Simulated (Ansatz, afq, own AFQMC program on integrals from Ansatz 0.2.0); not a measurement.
Integrals from Ansatz 0.2.0, then the random walk in our own AFQMC program (afq).

```yaml
crystal:
  periodic: [false, false, false]
  atoms:
    - {symbol: Ni, position_ang: [0.000000, 0.000000, 0.000000]}
basis:
  gaussian: {orbitals: def2-SVP}
magnetization: {spin_polarized: true, initial_magnetization: 2}
correlation: {method: ccsd_t, electrons: outside_noble_gas, hamiltonian_folder: ham}
```

```sh
$ ansatz run in.yaml --threads 1 --pin off --events-out ev --progress --plain --max-ram 24576MiB --backend cuda --devices 0, --max-vram 18GiB
```

Options of the walk:

```
--method free --trial cisd --walkers 4000 --time-step 0.03 --max-blocks 4000 --target-error 0.00023 --factor-cut 1e-05 --seed 1573 --times 0,0.21,0.42,0.81,1.2,1.8,2.4,3 --taylor-order 8
```

Times are imaginary, in 1/Eh. The walk had a cap of 61 s.

afq prints:

```
orbitals 22  electrons 6 4  factors 180 of 237
reference energy -1506.64311925 Eh
CCSD correlation -0.19183665 Eh in 10 cycles, weight of the determinant in the CISD state 0.9196
repeat  energy at the last time / Eh  error
    10  -1506.839650  0.000152
    20  -1506.839619  0.000086
    30  -1506.839682  0.000075
time / (1/Eh)  energy / Eh  error  mean overlap
  0.00  -1506.834973  0.000031  1.0874
  0.21  -1506.837894  0.000045  1.0868
  0.42  -1506.838725  0.000046  1.0866
  0.81  -1506.839233  0.000041  1.0886
  1.20  -1506.839401  0.000050  1.0897
  1.80  -1506.839519  0.000050  1.0903
  2.40  -1506.839612  0.000080  1.0897
  3.00  -1506.839683  0.000072  1.0913
energy -1506.839683 +/- 0.000072 Eh
```

The run passed its tests (error under three times the target), which doesn't prove that it has relaxed.

Against this walk (error 2.0 meV) on the same determinant: CCSD(T) 9.9 meV lower, CCSDT(Q) 0.5 meV higher (within the noise), CCSDTQ 2.9 meV lower (within the noise). The error is statistical, and a free projection of finite length keeps a remainder of its start. The last points still move (meV from the last: 12.2 ± 1.1 at 0.81, 7.7 ± 1.4 at 1.20, 4.4 ± 1.4 at 1.80, 1.9 ± 2.2 at 2.40, 0.0 ± 2.0 at 3.00), but the last one has reached CCSDTQ within the noise or passed it, so little can be left to fall.

Cautions: remainder of the start not in the error; no relativity below Rb; outer-core shells of the metal frozen.

The walk took 17 s on 1 × NVIDIA H100 80GB HBM3 with 2 threads of AMD EPYC 7R13 Processor (Zen 3) (shared host) (the card was shared). The log's last line is the free-projection energy.

CCSDT and higher add their correlation energy to the determinant of the CCSD(T) run, since their own runs factorise the integrals more tightly (a shift of under 2 meV). A walk keeps the symmetry of its determinant, which the program's search chose and which needn't be the lowest solution, so a lower state of the same spin and another symmetry isn't excluded.
